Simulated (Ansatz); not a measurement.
**CH₂FSi radical: functionals against CCSD(T) at one geometry**

The atoms stand at a structure displaced at random from a GFN2-xTB minimum. How far do the functionals agree with CCSD(T) there?

Program: Ansatz 0.2.0, Gaussian basis. Level of theory: single points in def2-TZVPP. These are calculated values, not measurements.

Cores are frozen in the correlated methods. Orbitals are unrestricted.

### Step 1. The starting structure

SMILES `C=[Si]F`, 5 atoms, charge 0, spin multiplicity 2.

Atoms are counted from 1 here; the program's logs count them from 0.

Bond lengths: C1–Si2 1.780 Å, C1–H4 1.070 Å, C1–H5 1.069 Å, Si2–F3 1.629 Å. Angles: Si2–C1–H4 118.6°, Si2–C1–H5 115.7°, H4–C1–H5 112.0°, C1–Si2–F3 109.6°.

As a file:

| atom | x (Å) | y (Å) | z (Å) |
| --- | --- | --- | --- |
| C1 | -0.1993 | 0.5552 | -0.3478 |
| Si2 | 0.1995 | -0.4250 | 1.0831 |
| F3 | 1.2837 | -1.5709 | 0.6749 |
| H4 | -0.7830 | 1.4426 | -0.2148 |
| H5 | -0.4965 | 0.0072 | -1.2164 |

### Step 2. CCSD(T)/def2-TZVPP

The input, run/in.yaml:

```yaml
crystal:
  periodic: [false, false, false]
  atoms:
    - {symbol: C, position_ang: [-0.199300, 0.555200, -0.347800]}
    - {symbol: Si, position_ang: [0.199500, -0.425000, 1.083100]}
    - {symbol: F, position_ang: [1.283700, -1.570900, 0.674900]}
    - {symbol: H, position_ang: [-0.783000, 1.442600, -0.214800]}
    - {symbol: H, position_ang: [-0.496500, 0.007200, -1.216400]}
basis:
  gaussian: {orbitals: def2-TZVPP}
magnetization: {spin_polarized: true, initial_magnetization: 1}
correlation: {method: ccsd_t}
scf: {omitted_lower_state_checks: [cluster_reference]}
output: {forces: true}
```

No record of the launch command was kept for these runs.

### Step 3. PBE0-D4/def2-TZVPP

Changes to run/in.yaml since step 2:

```diff
@@ -11,4 +11,3 @@
 magnetization: {spin_polarized: true, initial_magnetization: 1}
-correlation: {method: ccsd_t}
-scf: {omitted_lower_state_checks: [cluster_reference]}
-output: {forces: true}
+hamiltonian: {xc: pbe0, dispersion: d4}
+output: {forces: true, orbitals: {seedname: orbitals}}
```

### Step 4. wB97M-V/def2-TZVPP

Changes to run/in.yaml since step 3:

```diff
@@ -11,3 +11,3 @@
 magnetization: {spin_polarized: true, initial_magnetization: 1}
-hamiltonian: {xc: pbe0, dispersion: d4}
-output: {forces: true, orbitals: {seedname: orbitals}}
+hamiltonian: {xc: {name: wB97M-V}}
+output: {forces: true}
```

### Step 5. r2SCAN-D4/def2-TZVPP

Changes to run/in.yaml since step 4:

```diff
@@ -11,3 +11,3 @@
 magnetization: {spin_polarized: true, initial_magnetization: 1}
-hamiltonian: {xc: {name: wB97M-V}}
+hamiltonian: {xc: r2scan, dispersion: d4}
 output: {forces: true}
```

### Step 6. PBE-D4/def2-TZVPP

Changes to run/in.yaml since step 5:

```diff
@@ -11,3 +11,3 @@
 magnetization: {spin_polarized: true, initial_magnetization: 1}
-hamiltonian: {xc: r2scan, dispersion: d4}
+hamiltonian: {xc: pbe, dispersion: d4}
 output: {forces: true}
```

### Step 7. B97M-V/def2-TZVPP

Changes to run/in.yaml since step 6:

```diff
@@ -11,3 +11,3 @@
 magnetization: {spin_polarized: true, initial_magnetization: 1}
-hamiltonian: {xc: pbe, dispersion: d4}
+hamiltonian: {xc: {name: B97M-V}}
 output: {forces: true}
```

### Step 8. wB97X-V/def2-TZVPP

Changes to run/in.yaml since step 7:

```diff
@@ -11,3 +11,3 @@
 magnetization: {spin_polarized: true, initial_magnetization: 1}
-hamiltonian: {xc: {name: B97M-V}}
+hamiltonian: {xc: {name: wB97X-V}}
 output: {forces: true}
```

(Steps that only read results are left out.)

Before running it: what results should come out? Wanted: energy less free atoms, CCSD(T)/def2-TZVPP; RMS force component; RMS force error; HOMO and LUMO, PBE0-D4; T1 diagnostic.

As calculated:

| quantity | value |
| --- | --- |
| energy less free atoms, CCSD(T)/def2-TZVPP | -17.691 eV |
| RMS force component | 0.393 to 0.433 eV/Å over the methods |
| RMS force error | PBE0-D4 0.134, wB97M-V 0.102, r2SCAN-D4 0.182, PBE-D4 0.331, B97M-V 0.151, wB97X-V 0.087 eV/Å |
| HOMO and LUMO, PBE0-D4 | -6.96 and -3.57 eV |
| T1 diagnostic | 0.045 |

In words: Against CCSD(T) the functionals' energies less atoms differ by -1.094 to -0.573 eV, PBE-D4 by -1.094 eV. A larger basis would deepen the CCSD(T) value, while the functionals are nearly converged already, so the order here is not reliable. On forces the order runs from wB97X-V to PBE-D4. Frozen-core CCSD(T) forces in triple zeta carry basis errors of their own, and this is one geometry, so small gaps rank nothing. The T1 diagnostic is large here, over the usual mark for main-group molecules (transition-metal compounds often pass it harmlessly), so CCSD(T) itself may be off. The unrestricted reference is spin-contaminated, which hurts MP2 most.
